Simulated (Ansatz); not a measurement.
**SiPO (doublet): the correlation ladder, cc-pVDZ**

One table from this session's results is given with a row withheld; the runs are named, their logs left out.

The runs use Ansatz 0.2.0, Gaussian basis; cc-pVDZ, core rule «outside noble gas», up to 11 orbitals frozen.

To be run: UHF; CCSD(T) on ROHF; CCSD(T) on UHF; BCCD(T) on ROHF; CISD; CCSDT(Q) on ROHF; CCSDT(Q) on UHF; CASSCF and MRCISD+Q, 13 electrons in 11 orbitals; CASSCF and NEVPT2, 13 electrons in 11 orbitals.

25 further runs of the same task are left out: 5 for a known fault of the program, 8 that didn't finish, 12 set aside as unsound or not needed.

## The system

The geometry is a PBE0/def2-TZVP stationary point (not a proven minimum).

3 atoms, charge 0, spin multiplicity 2.

Atoms are counted from 1 here; the program's logs count them from 0.

Bond lengths: O1–Si2 1.512 Å, Si2–P3 2.058 Å. Angles: O1–Si2–P3 180.0°.

The first run:

The input, in.yaml:

```yaml
crystal:
  periodic: [false, false, false]
  atoms:
    - {symbol: O, position_ang: [0.000000, 0.000000, 1.693600]}
    - {symbol: Si, position_ang: [0.000000, 0.000000, 0.182000]}
    - {symbol: P, position_ang: [0.000000, 0.000000, -1.875600]}
basis:
  gaussian: {orbitals: cc-pVDZ}
magnetization: {spin_polarized: true, initial_magnetization: 1}
hamiltonian: {xc: hf}
output: {orbitals: {seedname: orbitals}}
```

Run with:

```sh
$ ansatz run in.yaml --threads 1 --pin off --events-out ev --progress --plain --max-ram 2393MiB
```

Steps of the session up to this table: UHF; CCSD(T) on ROHF; CCSD(T) on UHF; BCCD(T) on ROHF; CISD; CCSDT(Q) on ROHF; CCSDT(Q) on UHF; CASSCF and MRCISD+Q, 13 electrons in 11 orbitals; CASSCF and NEVPT2, 13 electrons in 11 orbitals.

One of the session's tables, all rows but one given; the rest of the session is left out.

It belongs to the step «Misses and costs». 

```
          method  from RCCSDT(Q) (meV)
            ROHF                     ?
             UHF              +10995.4
            RMP2                +989.6
            UMP2               +1002.5
            CISD               +1792.5
           RCCSD                +575.3
           UCCSD                +571.6
        RCCSD(T)                 +91.7
        UCCSD(T)                 +92.3
         BCCD(T)                 +81.7
          RCCSDT                 +49.1
          UCCSDT                 +48.8
       RCCSDT(Q)                     0
       UCCSDT(Q)                 -19.3
  CASSCF valence               +7355.9
  NEVPT2 valence               +1664.7
  MRCISD valence                +842.3
MRCISD+Q valence                +192.5
```

Q: Estimate the row for ROHF from the others.

The run gave: from RCCSDT(Q) (meV): +11088.5. In the column «from RCCSDT(Q) (meV)» it is the highest.

With the free atoms at the same levels and basis (separate runs), the atomisation energy is 7.195 eV at RCCSDT(Q), 7.130 eV at RCCSD(T), 7.127 eV at UCCSD(T), 3.570 eV at ROHF.

Limits of these values: Restricted and unrestricted rows rest on different reference determinants; where their highest levels disagree by more than a few hundredths of an eV, they describe different states and don't form one ladder.
